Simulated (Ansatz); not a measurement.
Match the barriers

Saddle point of CH₇ClSi, singlet (SiH₃Cl ([SiH3][Cl]) + CH₄ → CH₅ClSi ([CH3][SiH2][Cl]) + H₂; bonds formed: Si1–C7, H2–H6; bonds broken: Si1–H2, H6–C7), PBE0-D4/def2-TZVP structure:

```csv
atom,x (Å),y (Å),z (Å)
Si1,-0.9173,0.4086,-0.0750
H2,-1.1111,-1.0109,-0.8978
H3,-1.1435,1.1173,-1.3480
H4,-1.8742,-0.1005,0.9245
Cl5,-0.2864,2.1354,1.0536
H6,0.0109,-0.8743,-0.4641
C7,1.0702,-0.3976,0.1301
H8,1.6098,0.4378,-0.3087
H9,1.5193,-1.3330,-0.2308
H10,1.1225,-0.3829,1.2159
```

Ansatz 0.2.0; basis: def2-TZVPP, with def2-QZVPP for the basis limit; cores frozen in the correlated methods. B3LYP uses VWN-RPA correlation. Extrapolation: Hartree–Fock as exp(−7.88 √X), correlation as X^−2.97. Four methods, as single points on the PBE0-D4 structures, gave these electronic barriers from the start structure: 284.2, 296.0, 317.8, 382.0 kJ/mol.

(1) The methods were, in alphabetical order, B3LYP-D4, BHLYP-D4, BLYP-D4, HF. Which gave which? (A judgement: the text doesn't fix the answer.)

T1 diagnostic: at most 0.011. The start structure is not quite a true minimum (one mode of 30i cm⁻¹).

Results:

(1) By the calculation: BLYP-D4 284.2; B3LYP-D4 296.0; BHLYP-D4 317.8; HF 382.0 kJ/mol. For comparison, CCSD(T) at an estimated basis limit (MP2 extrapolated from triple and quadruple zeta, plus CCSD(T) − MP2 in triple zeta) gives 298.7 kJ/mol.

Labels in which every atom is bracketed show which atoms are joined, not bond orders.

For scale, one of the runs: CCSD(T)/def2-TZVPP, 213 basis functions, launched by `ansatz run in.yaml --threads 4 --pin off --events-out ev --progress --plain --max-ram 9574MiB`. The run took 45 s on 4 CPU threads of an Arm Neoverse V1 (shared host), with 2.9 GiB of host memory at its peak.
